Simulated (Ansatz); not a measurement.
Molecular dynamics of C2H7B

input.yaml

```yaml
crystal:
  periodic: [false, false, false]
  atoms:
    - { symbol: B, position_ang: [0.0946, -0.2399, -0.2439] }
    - { symbol: H, position_ang: [1.2007, -0.0084, -1.2476] }
    - { symbol: C, position_ang: [-0.9629, 0.3776, -1.0021] }
    - { symbol: H, position_ang: [0.423, 0.5907, -1.1261] }
    - { symbol: C, position_ang: [0.4759, -0.421, 1.2759] }
    - { symbol: H, position_ang: [-1.9238, 0.6566, -0.5717] }
    - { symbol: H, position_ang: [-1.0355, 0.4339, -2.081] }
    - { symbol: H, position_ang: [0.8481, -1.4191, 1.4999] }
    - { symbol: H, position_ang: [-0.3788, -0.2477, 1.9262] }
    - { symbol: H, position_ang: [1.2586, 0.2773, 1.5702] }
magnetization:
  spin_polarized: true
basis:
  gaussian: { orbitals: "6-31G" }
hamiltonian:
  xc: pbe
  dispersion: d4
md:
  timestep: 0.5
  n_steps: 150
  ensemble: nve
  temperature: 300.0
  initial_velocities: maxwell_boltzmann
  seed: 549200
```

Run as:

```bash
$ ansatz run input.yaml --threads 1 --pin off --max-ram 2048MiB --backend cpu --events-out ev --progress --plain --runs-dir out
```

It starts from a rough guess of a transition structure, not a stationary point.

Output, in part (step lines, the closing report, with atoms numbered from 0):

```
md step     0: t =     0.00 fs  T =   300.0 K  F+E_penalty+E_count = -2856.48969582 eV  E_kin = 0.310224 eV  conserved = -2856.17947182 eV  (25 SCF iters)
[... lines left out ...]
Total energy: -2857.85001072 eV, -105.0240507735 hartree
Atom 0 at     0.079417    -0.484818    -0.235447 Å, force     0.868385    -1.053045    -1.234929 eV/Å
Atom 1 at     0.456039    -1.141012    -1.210517 Å, force     0.668946    -0.535450     0.958422 eV/Å
Atom 2 at    -0.942026     0.437554    -0.929107 Å, force     1.288344     2.276769    -3.248512 eV/Å
Atom 3 at    -1.556188     1.277936    -0.554083 Å, force    -1.087020    -0.993789     0.436459 eV/Å
Atom 4 at     0.565055    -0.340811     1.237598 Å, force    -1.314473     3.310757    -0.902331 eV/Å
Atom 5 at    -1.125313    -0.019228    -1.989646 Å, force    -1.342470     0.355375     1.822033 eV/Å
Atom 6 at    -0.269459     1.227084    -1.502540 Å, force     0.477008    -0.907226     0.880878 eV/Å
Atom 7 at     1.059633    -0.881390     2.019852 Å, force     0.470489    -1.026652    -0.045509 eV/Å
Atom 8 at    -0.405931     0.080957     1.580301 Å, force    -0.006834    -0.312270     1.132222 eV/Å
Atom 9 at     1.085277     0.695600     1.122503 Å, force    -0.022374    -1.114470     0.201267 eV/Å
Dipole moment:    -0.001184     0.258291     0.042966 e Å
```

The steps, from the saved trajectory:

| time (fs) | T (K) | potential energy less start (eV) | conserved less start (meV/atom) |
| --- | --- | --- | --- |
| 0.0 | 300 | 0.000 | 0.00 |
| 2.5 | 457 | -0.163 | -0.07 |
| 5.0 | 581 | -0.290 | 0.04 |
| 7.5 | 973 | -0.696 | 0.03 |
| 10.0 | 1710 | -1.459 | -0.08 |
| 12.5 | 2372 | -2.148 | -0.54 |
| 15.0 | 1908 | -1.663 | -0.05 |
| 17.5 | 1443 | -1.183 | -0.05 |
| 20.0 | 1528 | -1.271 | -0.07 |
| 22.5 | 1967 | -1.726 | -0.22 |
| 25.0 | 2359 | -2.135 | -0.63 |
| 27.5 | 1609 | -1.352 | 0.09 |
| 30.0 | 1214 | -0.950 | -0.45 |
| 32.5 | 817 | -0.534 | 0.07 |
| 35.0 | 1177 | -0.908 | -0.18 |
| 37.5 | 1669 | -1.418 | -0.31 |
| 40.0 | 1892 | -1.649 | -0.28 |
| 42.5 | 1965 | -1.723 | -0.14 |
| 45.0 | 2060 | -1.821 | -0.16 |
| 47.5 | 2255 | -2.026 | -0.43 |
| 50.0 | 1747 | -1.499 | -0.29 |
| 52.5 | 1241 | -0.974 | -0.15 |
| 55.0 | 1186 | -0.918 | -0.22 |
| 57.5 | 1258 | -0.991 | 0.02 |
| 60.0 | 1946 | -1.707 | -0.46 |
| 62.5 | 1909 | -1.667 | -0.33 |
| 65.0 | 1561 | -1.303 | 0.04 |
| 67.5 | 1734 | -1.486 | -0.26 |
| 70.0 | 1743 | -1.494 | -0.16 |
| 72.5 | 1762 | -1.515 | -0.23 |
| 75.0 | 1612 | -1.360 | -0.38 |

The run went to its last step. The conserved energy stayed within 0.86 meV per atom of its start (net change -0.38 meV per atom), so the integration is sound. The system heated up, since it started high on the potential surface and ran downhill. A run of 0.075 ps of so small a system gives no equilibrium averages. The orbitals stay closed-shell, which can raise the energy where a bond breaks towards radicals; this wasn't checked here. Limits of this set-up: no polarisation functions.

The step under study would form H2–H4 and break B1–H2, C3–H4. These pairs go: H2–H4 0.99 → 3.21 Å, B1–H2 1.51 → 1.23 Å, C3–H4 1.41 → 1.11 Å. In the last frame they stand as before the step (other bonds may differ from the relaxed reactants and products). Also parted: B1–H4 1.26 → 2.43 Å. It ends as one piece, C2H7B. Pairs count as bonded within 1.25 times the sum of covalent radii (0.12 Å more for H–H).

Last frame:

```xyz
10
Properties=species:S:1:pos:R:3
B 0.079 -0.485 -0.235
H 0.456 -1.141 -1.210
C -0.942 0.438 -0.929
H -1.556 1.278 -0.554
C 0.565 -0.341 1.238
H -1.125 -0.019 -1.990
H -0.270 1.227 -1.502
H 1.060 -0.881 2.020
H -0.406 0.081 1.580
H 1.085 0.696 1.123
```

Time of the run: 4.7 min on 1 thread of Arm Neoverse V1 (shared host), peak memory 0.11 GiB.
